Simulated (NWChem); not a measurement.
**Lowest excitation of ethane (C₂H₆)**

```
C
H 1 1.1024
H 1 1.1024 2 107.31
H 1 1.1024 2 107.31 3 115.06
C 1 1.5277 2 111.55 3 -122.47
H 5 1.1024 1 111.55 2 -60.00
H 5 1.1024 6 107.31 1 122.47
H 5 1.1024 6 107.31 7 115.06
```
Charge 0, spin multiplicity 1.

Everything below was run with NWChem. Structure: optimised with B3LYP/def2-SVP, a minimum by its harmonic frequencies.

Basis set: def2-SVPD.

| method | lowest vertical singlet excitation energy (eV) | relative cost | difference from EOM-CCSD |
|---|---|---|---|
| CIS | 10.40 | 1 | +0.67 |
| TD-PBE | 8.39 | 3 | -1.34 |
| TD-PBE0 | 9.09 | 5 | -0.64 |
| TD-B3LYP | 8.88 | 6 | -0.86 |
| EOM-CCSD | 9.73 | 6 | 0.00 |

The values span 2.01 eV, from TD-PBE (lowest) to CIS (highest). Relative cost: rough, from shared machines, SCF included, CIS = 1.

The correlated methods keep 2 core orbitals frozen. B3LYP has NWChem's definition, with VWN1-RPA local correlation. Coupled-cluster values serve here as a point of comparison, not as the truth.
